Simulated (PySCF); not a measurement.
Isomers of C2H4Cl2, one conformer each; single-point electronic energies without zero-point terms and without any empirical dispersion term.

All values: wB97X-D/pcSseg-2 (PySCF, non-relativistic), each on one gas-phase PBE0-D3(BJ)/def2-TZVP geometry that isn't relaxed in the solvent. The solvent is an IEF-PCM continuum (Bondi radii, 1.10 Å for H, scaled by 1.2). Specific hydrogen bonds and non-electrostatic terms are outside this model.

```
    isomer  relative energy, gas (kcal/mol)  dipole (D)
  `ClCCCl`                              0.0        0.00
`CC(Cl)Cl`                              1.1        2.19
```

Question: How do the relative energies look in chloroform (ε = 4.711)?

Answer: 
```json
{"isomer": "`ClCCCl`", "relative energy, solvent (kcal/mol)": "0.0", "E(solvent) − E(gas) (kcal/mol)": "-2.7", "dipole in solvent (D)": "0.00"}
{"isomer": "`CC(Cl)Cl`", "relative energy, solvent (kcal/mol)": "1.4", "E(solvent) − E(gas) (kcal/mol)": "-2.4", "dipole in solvent (D)": "2.67"}
```

The order is unchanged. Conformers: `[Cl:1][CH2:2][CH2:3][Cl:4]` with Cl1–C2–C3–Cl4 180°. `ClCCCl` gains most from the continuum, while `CC(Cl)Cl` has the largest gas-phase dipole. The gains span 0.3 kcal/mol, the gas-phase energies 1.1 kcal/mol.
